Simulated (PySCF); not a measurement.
# Assigning NMR signals

Atom-mapped SMILES (the numbers label the heavy atoms): `[CH2:1]=[CH:2][CH3:3]` (H(Xn): hydrogen on atom n). Ha(C1) is cis to C3; Hb(C1) is trans to C3.

[PySCF 2.14: PBE0-D3(BJ)/def2-SVP structure; spin–spin couplings from B3LYP/pcJ-1; σ from GIAO-PBE0/pcSseg-1; non-relativistic Hamiltonian; fast rotation and ring inversion assumed for equivalent nuclei; one conformer; in vacuum]

References, each an isolated molecule treated in the same way: 13C (σ = 184.41 ppm), 1H (σ = 31.27 ppm) vs TMS.

Problem. Assign these signals to the numbered atoms. 13C{1H} NMR (computed): δ 143.2 (CH), 123.3 (CH2), 22.7 (CH3).

Solution. 
143.2 → C2, alkene CH: an sp2 carbon of a C=C bond
123.3 → C1, terminal =CH2 carbon: the olefinic region
22.7 → C3, allylic methyl carbon: a saturated carbon with 1 carbon neighbour and no heteroatom attached

Problem. Assign these signals to the numbered atoms. 1H NMR (400 MHz, computed): δ 6.00 (ddq, J = 18.1, 11.2, 7.7 Hz, 1H), 5.36 (d of quint, J = 18.1, 2.4 Hz, 1H), 5.24 (d of quint, J = 11.2, 2.2 Hz, 1H), 1.80 (dt, J = 7.7, 2.3 Hz, 3H).

Solution. 
| δ (ppm) | atoms | environment | reason |
| --- | --- | --- | --- |
| 6.00 | H(C2) | hydrogen on an alkene CH | olefinic region |
| 5.36 | Ha(C1) | hydrogen on a terminal =CH2 carbon | a vinylic proton, deshielded by the sp2 carbon and the C=C anisotropy |
| 5.24 | Hb(C1) | hydrogen on a terminal =CH2 carbon | – |
| 1.80 | H(C3) | hydrogen on an allylic methyl carbon | allylic position |

Splittings below 1 Hz are ignored in the labels, and close J values are merged. Unscaled 3J(H,H) at this level run about 10 % above measured values. Shifts are as computed. Against solution values, carbons near 30 ppm lie about +2 ppm off and those near 130 ppm about +5 ppm. Of 1211 compounds with measured shifts, 218 miss one by over three times the rms of a fit or turn the order of signals round; such compounds aren't used in these exercises.
